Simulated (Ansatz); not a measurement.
Two isomers of C5H10: A = `C/C=C/CC`, B = `C=C(C)CC`.

Calculated with Ansatz (gas phase, PBE0-D4/def2-TZVP geometries, no zero-point term in ΔE). CCSD(T)/CBS adds triple-zeta CCSD(T) − MP2 to the extrapolated MP2 energy (def2 sets, frozen cores). DFT in def2-TZVPP. B3LYP here is the variant with VWN-RPA as its local correlation; programs differ in this. One conformer a species, not always the lowest.

A:

```xyz
15

C     2.006   -1.581   -0.229
C     1.173   -0.354   -0.373
C    -0.150   -0.311   -0.273
C    -0.985    0.919   -0.406
C    -1.782    1.226    0.857
H     1.391   -2.457   -0.016
H     2.736   -1.472    0.579
H     2.578   -1.781   -1.141
H     1.706    0.574   -0.580
H    -0.688   -1.236   -0.062
H    -1.683    0.795   -1.244
H    -0.343    1.769   -0.660
H    -2.435    0.391    1.122
H    -2.409    2.111    0.724
H    -1.115    1.406    1.703
```

B:

```xyz
15

C    -1.483   -0.501   -1.131
C    -0.607    0.124   -0.351
C    -1.042    0.979    0.798
C     0.873    0.009   -0.583
C     1.623   -0.661    0.563
H    -1.159   -1.117   -1.964
H    -2.552   -0.418   -0.965
H    -2.129    1.051    0.853
H    -0.681    0.581    1.751
H    -0.633    1.991    0.705
H     1.046   -0.546   -1.508
H     1.286    1.014   -0.738
H     1.233   -1.664    0.749
H     2.686   -0.750    0.329
H     1.539   -0.092    1.491
```

Which isomer does CCSD(T)/CBS put lower? Give the gap. (An estimate is asked.)

Ansatz gave: B, by 0.8 kcal/mol.

Give E(B) − E(A) in kcal/mol with ωB97M-V, CCSD/def2-TZVPP, BLYP-D4, LDA (SPW92), PBE-D4, MP2/def2-TZVPP, B3LYP. (Estimate.)

Computed: ωB97M-V -0.7, CCSD/def2-TZVPP -0.5, BLYP-D4 -0.5, LDA (SPW92) -0.6, PBE-D4 -0.2, MP2/def2-TZVPP -1.0, B3LYP 0.6. The order is the other way round with B3LYP.

Does the order hold for the free energy at 298.15 K (harmonic terms from PBE0-D4)? (Best estimate.)

Ansatz gave: Yes: G(B) − G(A) = -0.7 kcal/mol, for one conformer each.

Largest T1 diagnostic: 0.010.

The D4 term adds −1.0 kcal/mol with B3LYP and −0.5 kcal/mol with PBE0; it sums over pairs of atoms, weighted by their polarisabilities, and B3LYP, whose exchange is more repulsive, gets the larger term. In def2-TZVPP, CCSD(T) changes the Hartree–Fock value by −1.4 kcal/mol (the triples alone add −0.2 kcal/mol) and MP2 by −1.6 kcal/mol.
